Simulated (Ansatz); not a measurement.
**CH₃B+ (doublet): wave-function methods side by side, cc-pVTZ**

One table from this session's results is given with a row withheld; the runs are named, their logs left out.

Program: Ansatz 0.2.0, Gaussian basis. Level of theory: cc-pVTZ, core rule «outside noble gas», up to 2 orbitals frozen. These are calculated values, not measurements.

To be run: UHF; CCSD(T) on ROHF; CCSD(T) on UHF; BCCD(T) on ROHF; CCSDT(Q) on ROHF; CCSDT(Q) on UHF; CASSCF and NEVPT2, 9 electrons in 11 orbitals.

3 further runs of the same task are left out: 3 set aside as unsound or not needed.

### The geometry

The geometry is a PBE0/def2-TZVP stationary point (not a proven minimum) of the parent state, kept for this charge and spin.

5 atoms, charge 1, spin multiplicity 2.

Atoms are counted from 1 here; the program's logs count them from 0.

Bond lengths: B1–C2 1.374 Å, B1–H3 1.175 Å, C2–H4 1.086 Å, C2–H5 1.086 Å. Angles: C2–B1–H3 180.0°, B1–C2–H4 122.5°, B1–C2–H5 122.5°, H4–C2–H5 115.0°.

The first run:

The input, in.yaml:

```yaml
crystal:
  periodic: [false, false, false]
  atoms:
    - {symbol: B, position_ang: [0.000000, 0.000000, 0.745473]}
    - {symbol: C, position_ang: [0.000000, 0.000000, -0.628685]}
    - {symbol: H, position_ang: [0.000000, 0.000000, 1.920782]}
    - {symbol: H, position_ang: [0.000000, 0.915866, -1.212565]}
    - {symbol: H, position_ang: [0.000000, -0.915866, -1.212565]}
basis:
  gaussian: {orbitals: cc-pVTZ}
total_charge: 1
magnetization: {spin_polarized: true, initial_magnetization: 1}
hamiltonian: {xc: hf}
output: {orbitals: {seedname: orbitals}}
```

Started as:

```sh
ansatz run in.yaml --threads 1 --pin off --events-out ev --progress --plain --max-ram 2816MiB --backend cpu
```

Among the steps run: UHF; CCSD(T) on ROHF; CCSD(T) on UHF; BCCD(T) on ROHF; CCSDT(Q) on ROHF; CCSDT(Q) on UHF; CASSCF and NEVPT2, 9 electrons in 11 orbitals.

One table of the session follows, with a row left open; its other results are not shown here.

```
        method  from UCCSDT(Q) (meV)
          ROHF                     ?
           UHF               +6520.5
          RMP2                +969.0
          UMP2                +977.9
         RCCSD                +220.7
         UCCSD                +218.8
      RCCSD(T)                 +27.8
      UCCSD(T)                 +27.5
       BCCD(T)                 +27.3
        RCCSDT                  +6.9
        UCCSDT                  +6.2
     RCCSDT(Q)                  +0.9
     UCCSDT(Q)                     0
CASSCF valence               +3892.1
NEVPT2 valence                +817.9
```

Q: Estimate the row for ROHF from the others.

**Answer.** from UCCSDT(Q) (meV): +6602.4. In the column «from UCCSDT(Q) (meV)» it is the highest.

Caveats from the session: Restricted and unrestricted rows rest on different reference determinants; where their highest levels disagree by more than a few hundredths of an eV, they describe different states and don't form one ladder.
